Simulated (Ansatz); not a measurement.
System: trichloroborane, BCl3 (charge 0, singlet). SMILES: ClB(Cl)Cl
Coordinates optimised at B3LYP-D3(BJ)/def2-TZVP (Ansatz, a quantum-chemistry and plane-wave program):
```xyz
4

B      0.0000     0.0000     0.0000
Cl     0.0051     1.7450    -0.0247
Cl     1.5085    -0.8773    -0.0189
Cl    -1.5136    -0.8677     0.0437
```

B3LYP/6-31G* beside other levels, property by property. Conventions: open shells spin-unrestricted; non-relativistic; six Cartesian d functions in 6-31G* and its kin unless marked 5d; no spin-orbit coupling; valence correlation only; atomisation electronic, to ground-state atoms; no dispersion term unless named. CBS marks a two-point X^-3 extrapolation of the correlation energy; Hartree-Fock from the larger set. First-principles rows: single points at B3LYP-D3(BJ) geometries (Ansatz), with unscaled harmonic terms from B3LYP/6-31G* at its own minima, enthalpies of formation by atomisation with measured atoms.

Measured values: G2/97 table in ASE (Curtiss et al.); they hold spin-orbit and core effects, anharmonicity. Coupled cluster (Ansatz) is a level with limits of its own, used here on species with T1 under 0.025 (0.045 for open shells) and stable references: CCSD(T)/CBS(cc-pV(T+d)Z,cc-pV(Q+d)Z).

```json
[
 {"property": "atomisation energy (kcal/mol)", "B3LYP/6-31G* (Ansatz)": "313.4", "HF/STO-3G (Ansatz)": "284.3", "PBE/6-31G* (Ansatz)": "335.5", "B3LYP-D3(BJ)/def2-TZVPD (Ansatz + dftd3)": "319.5", "to compare with": "323.7 coupled cluster"},
 {"property": "enthalpy of formation at 298 K (kcal/mol)", "B3LYP/6-31G* (Ansatz)": "-86.9", "HF/STO-3G (Ansatz)": "-57.8", "PBE/6-31G* (Ansatz)": "-109.0", "B3LYP-D3(BJ)/def2-TZVPD (Ansatz + dftd3)": "-92.9", "to compare with": "-96.3 measured"},
 {"property": "B-Cl bond dissociation enthalpy at 298 K, to Cl[B]Cl + Cl atom (kcal/mol)", "B3LYP/6-31G* (Ansatz)": "112.7", "HF/STO-3G (Ansatz)": "95.8", "PBE/6-31G* (Ansatz)": "118.4", "B3LYP-D3(BJ)/def2-TZVPD (Ansatz + dftd3)": "114.6", "to compare with": "119.5 coupled cluster"}
]
```

As the rows show:
- atomisation energy: B3LYP/6-31G* lies 10.3 kcal/mol below coupled cluster.
- enthalpy of formation at 298 K: B3LYP/6-31G* lies 9.4 kcal/mol above the measured value.
- B-Cl bond dissociation enthalpy at 298 K, to Cl[B]Cl + Cl atom: B3LYP/6-31G* lies 6.8 kcal/mol below coupled cluster.

The properties are those with a value to compare with, at most eight drawn at random. No case is left out for the size of its miss. Left out are saddle points of the reference geometry, anions that the best level run finds unbound, excited spin states, species near biochemistry, cases with under five habitual levels, runs that failed or whose electronic state is in doubt, and table entries that another table contradicts.
